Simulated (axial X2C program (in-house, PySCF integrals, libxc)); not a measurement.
**ClMg⁺: from the state search to constants**

What are the state, bond length, wavenumber and bond energy of ClMg⁺, and what does spin–orbit coupling change?

The runs use an in-house X2C program for linear molecules on PySCF integrals; all-electron X2C, Cl dyall-av3z, Mg dyall-cv3z.

All values are calculated.

### Step 1. Input

task.json

```json
{
 "zs": [
  17,
  12
 ],
 "q": 1,
 "bas": [
  "dyall-av3z",
  "dyall-cv3z"
 ],
 "levels": [
  "PBE0",
  "HF",
  "BP86"
 ],
 "cc": true,
 "r0": 2.38,
 "thr": -2.0,
 "nmax": 90,
 "npts": 10,
 "nst": 2,
 "ntry": 6
}
```

Keys: zs atomic numbers; q charge; bas basis sets; levels methods (HF also brings MP2); cc coupled cluster on or off; r0 starting distance in Å; thr threshold in hartree for freezing inner shells (an s shell follows its p shell); nmax most natural virtual spinors; npts points asked for on the curve; nst determinants followed; ntry starts of the search.

Command:

```console
$ python so2c.py task.json out
```

Spin-free means the one-electron spin-free X2C Hamiltonian; two-component (2c) means X2C with spin–orbit coupling and atomic mean-field two-electron Coulomb and Gaunt terms. Basis: Cl dyall-av3z contracted to [9s8p3d2f], Mg dyall-cv3z contracted to [9s8p6d3f]; Gaussian nuclei, density fitting. Masses: Cl 34.969 u, Mg 23.985 u.

Notation: σ, π±, δ± give the projection m of an orbital's angular momentum (0, ±1, ±2), α and β its spin, Λ and M_S the sums; ω is the projection of a spinor's total angular momentum and Ω the sum. Logs are in hartree.

The results follow Hamiltonian by Hamiltonian and level by level.

### Step 2. Search for the lowest determinant

PBE0 moves the distance from 2.380 Å to 2.108 Å and compares determinants there.

Spin-free determinants:

| ΔE (eV) | state | open shells |
| --- | --- | --- |
| 0.00 | M_S = 0, Λ = 0 | closed shell |
| 3.57 | M_S = 1, Λ = 1 | beyond closed shells: σα, π+α, π+β, π-α |
| 3.60 | M_S = 0, Λ = 1 | beyond closed shells: σβ, π+α, π+β, π-α |
| 4.52 | M_S = 1, Λ = 0 | beyond closed shells: 2 × σα |
| 6.81 | M_S = 1, Λ = 2 | beyond closed shells: 2 × π+α, π+β, π-α |
| 6.81 | M_S = 1, Λ = 0 | beyond closed shells: π+α, π+β, 2 × π-α |
| 6.87 | M_S = 0, Λ = 2 | beyond closed shells: π+α, 2 × π+β, π-α |

Two-component determinants:

```csv
ΔE (eV),state,open shells
0.00,Ω = 0,closed shell
3.53,Ω = 2,"excess of +ω over −ω: ω = 1/2, ω = 3/2"
3.57,Ω = 1,"excess of +ω over −ω: ω = -1/2, ω = 3/2"
3.64,Ω = 1,excess of +ω over −ω: 2 × ω = 1/2
6.78,Ω = 3,excess of +ω over −ω: 2 × ω = 3/2
6.85,Ω = 1,"excess of +ω over −ω: ω = -1/2, ω = 3/2"
6.91,Ω = 2,"excess of +ω over −ω: ω = 1/2, ω = 3/2"
```

### Step 3. PBE0, spin-free

State followed: M_S = 0, Λ = 0 (closed shell). The scan is laid around 2.108 Å, a first estimate of the minimum, and this SCF restarts from the orbitals of the search.

Output at 2.108 Å:

```text
spin-free X2C-1e  PBE0
basis functions 146  fitting functions 616  grid points 4357
iter        total energy     max residual
   1       -661.552289562     6.97e-05
   2       -661.552289590     5.38e-05
   3       -661.552289636     1.42e-05
   4       -661.552289638     5.91e-06
converged
one-electron -1013.09986836  Coulomb 344.85541048  exact exchange -10.90188488  xc functional -33.61664470  nuclear repulsion 51.21069783
```

Along the bond, energies from the lowest point:

| R (Å) | E (eV) | μ (D) | HOMO (eV) | LUMO (eV) | iterations |
| --- | --- | --- | --- | --- | --- |
| 1.834 | 0.8957 | 8.80 | -14.74 | -9.13 | 20 |
| 1.918 | 0.3722 | 9.20 | -14.46 | -9.26 | 18 |
| 1.982 | 0.1473 | 9.50 | -14.27 | -9.35 | 17 |
| 2.045 | 0.0313 | 9.80 | -14.09 | -9.45 | 16 |
| 2.108 | 0.0000 | 10.09 | -13.92 | -9.55 | 4 |
| 2.182 | 0.0441 | 10.43 | -13.74 | -9.66 | 16 |
| 2.256 | 0.1527 | 10.75 | -13.57 | -9.76 | 16 |
| 2.350 | 0.3570 | 11.14 | -13.38 | -9.90 | 16 |
| 2.466 | 0.6681 | 11.58 | -13.17 | -10.05 | 16 |
| 2.635 | 1.1727 | 12.14 | -12.94 | -10.24 | 16 |

Dipoles are positive if Mg is the positive end and refer to the centre of mass.

Outer orbitals at the reference distance:

| symmetry | occupied | ε (eV) | atomic character |
| --- | --- | --- | --- |
| σα | yes | -27.21 | 79% Cl s, 8% Mg p, 6% Mg d |
| σα | yes | -15.29 | 78% Cl p, 13% Mg s, 4% Mg p |
| π-α | yes | -13.92 | 88% Cl p, 5% Mg p, 5% Mg d |
| π+α | yes | -13.92 | 88% Cl p, 5% Mg p, 5% Mg d |
| σα | no | -9.55 | 54% Mg s, 28% Mg p, 11% Cl p |
| π-α | no | -5.89 | 81% Mg p, 7% Cl d, 6% Mg d |
| π+α | no | -5.89 | 81% Mg p, 7% Cl d, 6% Mg d |
| σα | no | -4.21 | 55% Mg p, 28% Mg d, 7% Cl s |

PBE0 fields in the half plane through the axis: z from -2.4 to 4.5 Å across, distance from the axis 0.15 to 2.25 Å upwards; Cl lies at z = 0 and Mg at z = 2.108 Å; the ELF is damped to zero where the density is low.

log10 density (e/bohr³). Ten even steps from '0' (-5.93 ) to '9' (1.28 ):
```
012223333333333322211000
112233444444433332221100
122344455554444433322110
223445555555554443332211
233455666666555544333211
234456677766656665433221
234556777776667876543221
234566789877678987543221
```

ELF. Ten even steps from '0' (0.00 ) to '9' (0.89 ):
```
000000000000000000000000
000000122222211000000000
000012455544443100000000
000135778776652000000000
000257899988730000000000
001368999998600220000000
001479931399407984000000
001489748469229297100000
```

Re = 2.104 Å, ωe = 560 cm⁻¹, ωexe = 2.13 cm⁻¹, Be = 0.2676 cm⁻¹, De = 3.13 eV, μ = 10.08 D.

### Step 4. HF, spin-free

The SCF at the reference distance of 2.108 Å:

```text
spin-free X2C-1e  HF
basis functions 146  fitting functions 616  grid points 4357
iter        total energy     max residual
   1       -660.641299586     1.26e-01
   2       -660.653168291     5.31e-03
   3       -660.653565526     2.15e-03
   4       -660.653604233     8.19e-04
   5       -660.653609231     1.54e-04
   6       -660.653609638     6.42e-05
   7       -660.653609680     1.57e-05
   8       -660.653609682     3.05e-06
   9       -660.653609683     1.03e-06
converged
one-electron -1013.11865020  Coulomb 344.92750992  exact exchange -43.67316723  xc functional 0.00000000  nuclear repulsion 51.21069783
```

Re = 2.104 Å, ωe = 578 cm⁻¹, ωexe = 1.91 cm⁻¹, Be = 0.2676 cm⁻¹, De = 1.96 eV, μ = 10.92 D.

### Step 5. BP86, spin-free

The SCF at the reference distance of 2.108 Å:

```text
spin-free X2C-1e  BP86
basis functions 146  fitting functions 616  grid points 4357
iter        total energy     max residual
   1       -661.873402729     8.83e-02
   2       -661.875288177     4.54e-03
   3       -661.875489589     7.44e-03
   4       -661.875517541     7.29e-04
   5       -661.875518545     2.21e-04
   6       -661.875518683     9.64e-05
   7       -661.875518712     2.68e-05
   8       -661.875518714     9.22e-06
converged
one-electron -1013.03401557  Coulomb 344.77648373  exact exchange 0.00000000  xc functional -44.82868470  nuclear repulsion 51.21069783
```

Re = 2.121 Å, ωe = 537 cm⁻¹, ωexe = 2.22 cm⁻¹, Be = 0.2633 cm⁻¹, De = 3.20 eV, μ = 9.83 D.

### Step 6. MP2 and beyond, spin-free

Correlated methods: 8 electrons correlated (frozen shells, counted by type: Cl 2 s, 1 p; Mg 2 s, 1 p), 242 virtual spinors in MP2, 90 natural virtuals in coupled cluster.

Output of the correlated part at 2.108 Å:

```text
correlated 8  virtual 242  natural virtual 90  E(MP2) -0.212333452  MP2 remainder -0.001383423
iter   CCSD correlation   residual
   1     -0.222101271   7.11e-02
   2     -0.226089639   2.26e-02
   3     -0.226700779   7.28e-03
   4     -0.226670936   2.29e-03
   5     -0.226681921   5.92e-04
   6     -0.226681197   1.85e-04
   7     -0.226681961   5.03e-05
   8     -0.226682036   1.36e-05
   9     -0.226681911   3.29e-06
  10     -0.226681929   7.89e-07
(T) -0.009731488  T1 0.0113  D1 0.0167  max T2 0.046
```

T1 in the output is the amplitude norm over the root of the electron number; divide by √2 for the Lee–Taylor value.

MP2: Re = 2.117 Å, ωe = 560 cm⁻¹, Be = 0.2644 cm⁻¹, De = 3.28 eV.

CCSD: Re = 2.114 Å, ωe = 561 cm⁻¹, ωexe = 2 cm⁻¹, Be = 0.265 cm⁻¹, De = 3.08 eV. T1 at Re = 0.008 (Lee–Taylor, the printed value over √2).

CCSD(T): Re = 2.118 Å, ωe = 556 cm⁻¹, ωexe = 2.03 cm⁻¹, Be = 0.2641 cm⁻¹, De = 3.18 eV. T1 at Re = 0.008 (Lee–Taylor, the printed value over √2).

### Step 7. The spin-free curves together

Energy (eV) of the followed determinant, spin-free, from each level's lowest point:

| R (Å) | PBE0 | HF | MP2 | CCSD | CCSD(T) | BP86 |
| --- | --- | --- | --- | --- | --- | --- |
| 1.834 | 0.896 | 0.945 | 0.991 | n/a | n/a | 0.963 |
| 1.918 | 0.372 | 0.394 | 0.429 | 0.419 | 0.430 | 0.421 |
| 1.982 | 0.147 | 0.157 | 0.181 | 0.175 | 0.183 | 0.180 |
| 2.045 | 0.031 | 0.034 | 0.046 | 0.044 | 0.048 | 0.048 |
| 2.108 | 0.000 | 0.000 | 0.000 | 0.000 | 0.000 | 0.000 |
| 2.182 | 0.044 | 0.047 | 0.031 | 0.034 | 0.029 | 0.024 |
| 2.256 | 0.153 | 0.164 | 0.131 | 0.136 | 0.126 | 0.111 |
| 2.350 | 0.357 | 0.386 | 0.330 | 0.336 | 0.320 | 0.288 |
| 2.466 | 0.668 | 0.728 | 0.643 | n/a | n/a | 0.564 |
| 2.635 | 1.173 | 1.293 | 1.162 | n/a | n/a | 1.016 |

### Step 8. PBE0, 2c

State followed: Ω = 0 (closed shell). The scan is laid around 2.108 Å, a first estimate of the minimum, and this SCF restarts from the orbitals of the search.

Output at 2.108 Å:

```text
two-component X2C + atomic mean field  PBE0
basis functions 146  fitting functions 616  grid points 4357
iter        total energy     max residual
   1       -661.456379569     1.91e-05
   2       -661.456379570     4.59e-06
converged
one-electron -1012.84438744  Coulomb 344.78270110  exact exchange -10.89956001  xc functional -33.60942153  nuclear repulsion 51.21069783  atomic mean-field constant -0.09640952
```

Along the bond, energies from the lowest point:

| R (Å) | E (eV) | μ (D) | HOMO (eV) | LUMO (eV) | iterations |
| --- | --- | --- | --- | --- | --- |
| 1.834 | 0.8973 | 8.80 | -14.70 | -9.13 | 22 |
| 1.918 | 0.3732 | 9.20 | -14.42 | -9.26 | 20 |
| 1.982 | 0.1479 | 9.50 | -14.23 | -9.35 | 19 |
| 2.045 | 0.0316 | 9.80 | -14.05 | -9.45 | 18 |
| 2.108 | 0.0000 | 10.09 | -13.88 | -9.55 | 2 |
| 2.182 | 0.0438 | 10.42 | -13.70 | -9.66 | 19 |
| 2.256 | 0.1521 | 10.74 | -13.53 | -9.76 | 17 |
| 2.350 | 0.3560 | 11.13 | -13.34 | -9.89 | 19 |
| 2.466 | 0.6667 | 11.57 | -13.14 | -10.04 | 19 |
| 2.635 | 1.1707 | 12.13 | -12.90 | -10.24 | 20 |

Dipoles are positive if Mg is the positive end and refer to the centre of mass.

Outer spinors at the reference distance:

```tsv
ω	occupied	ε (eV)	atomic character	λ mixture
1/2	yes	-27.22	79% Cl s, 8% Mg p, 6% Mg d	100% σ
1/2	yes	-15.29	78% Cl p, 13% Mg s, 4% Mg p	100% σ
1/2	yes	-13.95	88% Cl p, 5% Mg p, 5% Mg d	100% π
3/2	yes	-13.88	88% Cl p, 5% Mg p, 5% Mg d	100% π
1/2	no	-9.55	54% Mg s, 28% Mg p, 11% Cl p	100% σ
1/2	no	-5.89	81% Mg p, 7% Cl d, 6% Mg d	100% π
3/2	no	-5.88	81% Mg p, 7% Cl d, 6% Mg d	100% π
1/2	no	-4.21	55% Mg p, 28% Mg d, 7% Cl s	100% σ
```

PBE0 fields in the half plane through the axis: z from -2.4 to 4.5 Å across, distance from the axis 0.15 to 2.25 Å upwards; Cl lies at z = 0 and Mg at z = 2.108 Å; the ELF is damped to zero where the density is low.

log10 density (e/bohr³). Ten even steps from ' ' (-5.93 ) to '@' (1.28 ):
```
  ..::::::----------------------::::::....      
....::::----==============--------::::::....    
..::::--======++++++++==========------::::....  
::::--====++++++++++++++++++======------::::....
::----==++++************++++++++====------::....
::--====++****######******++******++==----::::..
::--==++++**##########******##%%##**++==--::::..
::--==++****##%%@@%%####**##%%@@%%##++==--::::..
```

ELF. Ten even steps from '0' (0.00 ) to '9' (0.89 ):
```
000000000000000000000000
000000122222211000000000
000012455544443100000000
000135778776652000000000
000257899988730000000000
001368999998600220000000
001479931399407984000000
001489748469229297100000
```

Re = 2.104 Å, ωe = 560 cm⁻¹, ωexe = 2.13 cm⁻¹, Be = 0.2675 cm⁻¹, De = 3.12 eV, μ = 10.07 D.

### Step 9. HF, 2c

Output at 2.108 Å:

```text
two-component X2C + atomic mean field  HF
basis functions 146  fitting functions 616  grid points 4357
iter        total energy     max residual
   1       -660.545638081     1.26e-01
   2       -660.557503234     5.31e-03
   3       -660.557900827     2.15e-03
   4       -660.557939638     8.20e-04
   5       -660.557944660     1.54e-04
   6       -660.557945071     6.46e-05
   7       -660.557945114     1.59e-05
   8       -660.557945116     3.05e-06
   9       -660.557945116     1.18e-06
converged
one-electron -1012.86349394  Coulomb 344.85513846  exact exchange -43.66387795  xc functional 0.00000000  nuclear repulsion 51.21069783  atomic mean-field constant -0.09640952
```

Re = 2.105 Å, ωe = 578 cm⁻¹, ωexe = 1.91 cm⁻¹, Be = 0.2675 cm⁻¹, De = 1.90 eV, μ = 10.92 D.

### Step 10. BP86, 2c

Output at 2.108 Å:

```text
two-component X2C + atomic mean field  BP86
basis functions 146  fitting functions 616  grid points 4357
iter        total energy     max residual
   1       -661.777320976     8.83e-02
   2       -661.779206528     4.54e-03
   3       -661.779407313     7.44e-03
   4       -661.779435759     7.29e-04
   5       -661.779436755     2.17e-04
   6       -661.779436887     9.46e-05
   7       -661.779436915     2.66e-05
   8       -661.779436917     9.26e-06
converged
one-electron -1012.77872230  Coulomb 344.70396267  exact exchange 0.00000000  xc functional -44.81896561  nuclear repulsion 51.21069783  atomic mean-field constant -0.09640952
```

Re = 2.122 Å, ωe = 537 cm⁻¹, ωexe = 2.22 cm⁻¹, Be = 0.2632 cm⁻¹, De = 3.19 eV, μ = 9.83 D.

### Step 11. Correlated methods, 2c

Correlated methods: 8 electrons correlated (frozen shells, counted by type: Cl 2 s, 1 p; Mg 2 s, 1 p), 242 virtual spinors in MP2, 90 natural virtuals in coupled cluster.

Output of the correlated part at 2.108 Å:

```text
correlated 8  virtual 242  natural virtual 90  E(MP2) -0.212348128  MP2 remainder -0.001382874
iter   CCSD correlation   residual
   1     -0.222118490   7.12e-02
   2     -0.226108356   2.26e-02
   3     -0.226719019   7.28e-03
   4     -0.226689194   2.29e-03
   5     -0.226700182   5.92e-04
   6     -0.226699461   1.86e-04
   7     -0.226700227   5.04e-05
   8     -0.226700301   1.36e-05
   9     -0.226700176   3.31e-06
  10     -0.226700195   8.11e-07
(T) -0.009735006  T1 0.0113  D1 0.0167  max T2 0.046
```

MP2: Re = 2.117 Å, ωe = 560 cm⁻¹, Be = 0.2644 cm⁻¹, De = 3.24 eV.

CCSD: Re = 2.115 Å, ωe = 561 cm⁻¹, ωexe = 2 cm⁻¹, Be = 0.265 cm⁻¹, De = 3.05 eV. T1 at Re = 0.008 (Lee–Taylor, the printed value over √2).

CCSD(T): Re = 2.119 Å, ωe = 556 cm⁻¹, ωexe = 2.03 cm⁻¹, Be = 0.264 cm⁻¹, De = 3.15 eV. T1 at Re = 0.008 (Lee–Taylor, the printed value over √2).

### Step 12. The 2c curves together

Energy (eV) of the followed determinant, 2c, from each level's lowest point:

| R (Å) | PBE0 | HF | MP2 | CCSD | CCSD(T) | BP86 |
| --- | --- | --- | --- | --- | --- | --- |
| 1.834 | 0.897 | 0.947 | 0.993 | n/a | n/a | 0.964 |
| 1.918 | 0.373 | 0.396 | 0.430 | 0.420 | 0.431 | 0.422 |
| 1.982 | 0.148 | 0.158 | 0.182 | 0.176 | 0.184 | 0.181 |
| 2.045 | 0.032 | 0.034 | 0.047 | 0.044 | 0.048 | 0.048 |
| 2.108 | 0.000 | 0.000 | 0.000 | 0.000 | 0.000 | 0.000 |
| 2.182 | 0.044 | 0.047 | 0.031 | 0.034 | 0.029 | 0.023 |
| 2.256 | 0.152 | 0.163 | 0.130 | 0.135 | 0.125 | 0.111 |
| 2.350 | 0.356 | 0.385 | 0.329 | 0.336 | 0.319 | 0.287 |
| 2.466 | 0.667 | 0.726 | 0.642 | n/a | n/a | 0.562 |
| 2.635 | 1.171 | 1.291 | 1.160 | n/a | n/a | 1.014 |

Time for the job: 48 s (1 thread of Arm Neoverse V2, shared host); peak memory 0.49 GiB.

### Step 13. Constants

Lowest determinant that the search found at its distance, spin-free: M_S = 0, Λ = 0 (closed shell).

Lowest determinant that the search found at its distance, 2c: Ω = 0 (closed shell).

| Hamiltonian | level | Re (Å) | ωe (cm⁻¹) | De (eV) | μ (D) |
| --- | --- | --- | --- | --- | --- |
| spin-free | PBE0 | 2.104 | 560 | 3.13 | 10.08 |
| spin-free | HF | 2.104 | 578 | 1.96 | 10.92 |
| spin-free | MP2 | 2.117 | 560 | 3.28 | n/a |
| spin-free | CCSD | 2.114 | 561 | 3.08 | n/a |
| spin-free | CCSD(T) | 2.118 | 556 | 3.18 | n/a |
| spin-free | BP86 | 2.121 | 537 | 3.20 | 9.83 |
| 2c | PBE0 | 2.104 | 560 | 3.12 | 10.07 |
| 2c | HF | 2.105 | 578 | 1.90 | 10.92 |
| 2c | MP2 | 2.117 | 560 | 3.24 | n/a |
| 2c | CCSD | 2.115 | 561 | 3.05 | n/a |
| 2c | CCSD(T) | 2.119 | 556 | 3.15 | n/a |
| 2c | BP86 | 2.122 | 537 | 3.19 | 9.83 |

Dipoles are positive if Mg is the positive end and refer to the centre of mass.

Time per point (s) on 1 thread of Arm Neoverse V2, shared host (2c runs; CCSD comes with the CCSD(T) run); the times are rough: PBE0 0.3, HF 0.15, MP2 0.23, CCSD(T) 1.5, BP86 0.23.

What this shows: At CCSD(T), going from spin-free to two-component changes Re by 0 mÅ, ωe by 0.0 %, which is small (part of it comes from the scalar share of the two-electron terms). De moves by -0.04 eV; both De rest on single-determinant atoms, which can miss part of an open shell's spin–orbit lowering.

De refers to Cl + Mg+, each in the lowest determinant found, which need not be this curve's own limit. Each curve is one determinant whose occupation by symmetry is held fixed; it was picked as the lowest of a PBE0 search that is not exhaustive. The closed shell is kept restricted; where the fragments are open shells, the energy then runs too high at long range. De is counted from the lowest determinant-based energies of the atoms at the same level, without counterpoise correction. Coupled cluster ran in a truncated set of natural virtual spinors; the MP2 energy of the rest was added.
